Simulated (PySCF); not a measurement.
Job for PySCF: R-MP2/6-31G* on HF (SMILES F) with ghost functions.

```python
from pyscf import gto, scf, dft, mp
from pyscf.data.elements import chemcore

mol = gto.M(
    atom='''
    F     1.32373600   -0.09022600   -0.00000700
    H     1.74043700    0.73339000    0.00001300
    ghost-F   -1.45719500    0.01925700   -0.00001100
    ghost-H   -0.53931000   -0.09466400    0.00014500
    ''',
    basis='6-31g*',
    cart=True,
    charge=0, spin=0, verbose=3, max_memory=1800)
mf = scf.RHF(mol)
mf.conv_tol = 1e-8
mf.max_cycle = 100
mf.kernel()
if not mf.converged:
    mf = mf.newton().run(mf.mo_coeff, mf.mo_occ)
pt = mp.MP2(mf, frozen=chemcore(mol)).run()
```

Output:

```
converged SCF energy = -100.004667486019
E(RMP2) = -100.185312218067  E_corr = -0.180644732047415
E(SCS-RMP2) = -100.179106771633  E_corr = -0.174439285613456
```

The run converged.

Cost: around 0.10 core-seconds (rough).
